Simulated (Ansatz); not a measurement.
# CH₂Si (SMILES C#[SiH]): functionals against CCSD(T) at one geometry

A test off equilibrium: a structure displaced at random from a GFN2-xTB minimum is computed at several levels, and each is set against CCSD(T).

Program: Ansatz 0.2.0, Gaussian basis. Level of theory: single points in def2-TZVPP. These are calculated values, not measurements.

Correlated methods freeze the cores.

### 1 The starting structure

SMILES `C#[SiH]`, 4 atoms, charge 0, spin multiplicity 1.

Atoms are counted from 1 here; the program's logs count them from 0.

Bond lengths: C1–Si2 1.693 Å, C1–H3 1.137 Å, Si2–H4 1.572 Å. Angles: Si2–C1–H3 118.0°, C1–Si2–H4 176.6°.

Coordinates:

| atom | x (Å) | y (Å) | z (Å) |
| --- | --- | --- | --- |
| C1 | -1.0385 | 0.2363 | 0.1869 |
| Si2 | 0.6415 | 0.0412 | 0.1021 |
| H3 | -1.6817 | -0.3504 | -0.5452 |
| H4 | 2.2065 | -0.1113 | 0.1128 |

### 2 CCSD(T)/def2-TZVPP

run/in.yaml reads:

```yaml
crystal:
  periodic: [false, false, false]
  atoms:
    - {symbol: C, position_ang: [-1.038500, 0.236300, 0.186900]}
    - {symbol: Si, position_ang: [0.641500, 0.041200, 0.102100]}
    - {symbol: H, position_ang: [-1.681700, -0.350400, -0.545200]}
    - {symbol: H, position_ang: [2.206500, -0.111300, 0.112800]}
basis:
  gaussian: {orbitals: def2-TZVPP}
correlation: {method: ccsd_t}
output: {forces: true}
```

No record of the launch command was kept for these runs.

### 3 PBE0-D4/def2-TZVPP

run/in.yaml, as its differences from that of step 2:

```diff
@@ -9,3 +9,3 @@
   gaussian: {orbitals: def2-TZVPP}
-correlation: {method: ccsd_t}
-output: {forces: true}
+hamiltonian: {xc: pbe0, dispersion: d4}
+output: {forces: true, orbitals: {seedname: orbitals}}
```

### 4 wB97M-V/def2-TZVPP

run/in.yaml, as its differences from that of step 3:

```diff
@@ -9,3 +9,3 @@
   gaussian: {orbitals: def2-TZVPP}
-hamiltonian: {xc: pbe0, dispersion: d4}
-output: {forces: true, orbitals: {seedname: orbitals}}
+hamiltonian: {xc: {name: wB97M-V}}
+output: {forces: true}
```

### 5 r2SCAN-D4/def2-TZVPP

run/in.yaml, as its differences from that of step 4:

```diff
@@ -9,3 +9,3 @@
   gaussian: {orbitals: def2-TZVPP}
-hamiltonian: {xc: {name: wB97M-V}}
+hamiltonian: {xc: r2scan, dispersion: d4}
 output: {forces: true}
```

### 6 PBE-D4/def2-TZVPP

run/in.yaml, as its differences from that of step 5:

```diff
@@ -9,3 +9,3 @@
   gaussian: {orbitals: def2-TZVPP}
-hamiltonian: {xc: r2scan, dispersion: d4}
+hamiltonian: {xc: pbe, dispersion: d4}
 output: {forces: true}
```

### 7 LC-wPBE/def2-TZVPP

run/in.yaml, as its differences from that of step 6:

```diff
@@ -9,3 +9,3 @@
   gaussian: {orbitals: def2-TZVPP}
-hamiltonian: {xc: pbe, dispersion: d4}
+hamiltonian: {xc: {name: LC-wPBE}}
 output: {forces: true}
```

### 8 r2SCAN0-D4/def2-TZVPP

run/in.yaml, as its differences from that of step 7:

```diff
@@ -9,3 +9,3 @@
   gaussian: {orbitals: def2-TZVPP}
-hamiltonian: {xc: {name: LC-wPBE}}
+hamiltonian: {xc: {name: r2SCAN0}, dispersion: d4}
 output: {forces: true}
```

(Steps that only read results are left out.)

Before running it: what results should come out? Wanted: energy less free atoms, CCSD(T)/def2-TZVPP; RMS force component; RMS force error; HOMO and LUMO, PBE0-D4; T1 diagnostic.

The runs gave:

| quantity | value |
| --- | --- |
| energy less free atoms, CCSD(T)/def2-TZVPP | -1050.9 kJ/mol |
| RMS force component | 0.724 to 1.195 eV/Å over the methods |
| RMS force error | PBE0-D4 0.386, wB97M-V 0.499, r2SCAN-D4 0.297, PBE-D4 0.246, LC-wPBE 0.751, r2SCAN0-D4 0.441 eV/Å |
| HOMO and LUMO, PBE0-D4 | -6.62 and -2.39 eV |
| T1 diagnostic | 0.041 |

Against CCSD(T) the functionals' energies less atoms differ by -66.0 to +45.3 kJ/mol, PBE-D4 by -66.0 kJ/mol. A larger basis would deepen the CCSD(T) value, while the functionals are nearly converged already, so the order here is not reliable. For forces PBE-D4 does best and LC-wPBE worst. Frozen-core CCSD(T) forces in triple zeta carry basis errors of their own, and this is one geometry, so small gaps rank nothing. The T1 diagnostic is large here, over the usual mark for main-group molecules (transition-metal compounds often pass it harmlessly), so CCSD(T) itself may be off. The restricted Hartree–Fock reference is unstable towards an unrestricted one at one or more of these structures.
